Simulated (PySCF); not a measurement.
Start geometry of formic acid, `O=CO` from GFN2-xTB (Å):
```
atom  x, y, z in Å
O1    -0.6588    1.1265   -0.5544
C2    -0.4135    0.0254   -0.1671
O3     0.7823   -0.5386   -0.1587
H4    -1.1554   -0.6783    0.2399
H5     1.4540    0.0679   -0.5152
```

Task: What comes out of this run: BHandHLYP/6-31+G* geometry optimisation, gas phase in PySCF 2.14.0?

Result: 
```
atom  x, y, z in Å
O1    -0.6969    1.1156   -0.4518
C2    -0.4170   -0.0251   -0.2391
O3     0.8212   -0.4948   -0.1180
H4    -1.1392   -0.8299   -0.1165
H5     1.4396    0.2375   -0.2307
```

The energy falls by 0.90 kJ/mol over 6 energy and gradient evaluations, the largest force component goes from 0.0126 to 1.3e-04 Eh/bohr, and the atoms move by 0.017 Å rms after alignment. The bond that changes most is C2–H4 (carboxylic acid carbon to formyl hydrogen), which shortens by 0.012 Å. Bonds longer at the end by more than 0.005 Å: 1 of 4; shorter: 2. Among the angles that change most is C2–O3–H5, from 110.9° to 108.5°. Rotational constants go from 79211, 12253, 10612 to 78617, 12267, 10611 MHz. The orientation of the end geometry is arbitrary; only internal coordinates are fixed.

The run used 58 basis functions and 42 SCF cycles in all. Time: 3.6 s; peak memory 0.28 GiB. Hardware: Arm Neoverse V1, one thread, on a shared host.

BHandHLYP/6-31+G* frequencies: not computed here. One conformer, not necessarily the lowest.
